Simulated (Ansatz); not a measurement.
Process, species as SMILES: ClCl (Cl2) → Cl2+ (doublet, bonded as ClCl) + e-
B3LYP-D3(BJ)/def2-TZVP geometries, fixed; electronic energies without zero-point terms.
Largest species:
```
Cl
Cl 1 2.0135
```
Charge 0, spin multiplicity 1.

Core correlation in the adiabatic ionisation energy at MP2 with Ansatz (a program for electronic structure), in eV: frozen core against 1s of Al to Cl frozen alone. Open shells are unrestricted.

```json
[
 {"basis": "cc-pV(D+d)Z", "functions, most": "46", "frozen core": "11.215", "1s of Al to Cl frozen alone": "11.222", "core term (second minus first)": "0.007"},
 {"basis": "cc-pCVDZ", "functions, most": "54", "frozen core": "11.260", "1s of Al to Cl frozen alone": "11.263", "core term (second minus first)": "0.004"},
 {"basis": "cc-pV(T+d)Z", "functions, most": "78", "frozen core": "11.359", "1s of Al to Cl frozen alone": "11.352", "core term (second minus first)": "-0.006"},
 {"basis": "cc-pCVTZ", "functions, most": "118", "frozen core": "11.361", "1s of Al to Cl frozen alone": "11.375", "core term (second minus first)": "0.014"},
 {"basis": "cc-pwCVTZ", "functions, most": "118", "frozen core": "11.360", "1s of Al to Cl frozen alone": "11.376", "core term (second minus first)": "0.015"},
 {"basis": "cc-pV(Q+d)Z", "functions, most": "128", "frozen core": "11.465", "1s of Al to Cl frozen alone": "11.466", "core term (second minus first)": "0.002"},
 {"basis": "cc-pCVQZ", "functions, most": "218", "frozen core": "11.463", "1s of Al to Cl frozen alone": "11.481", "core term (second minus first)": "0.018"},
 {"basis": "cc-pwCVQZ", "functions, most": "218", "frozen core": "11.466", "1s of Al to Cl frozen alone": "11.485", "core term (second minus first)": "0.019"}
]
```

The largest core-valence set, cc-pwCVQZ, gives a core term of 0.019 eV; the valence set cc-pV(Q+d)Z, which lacks functions for the core, gives 0.002.
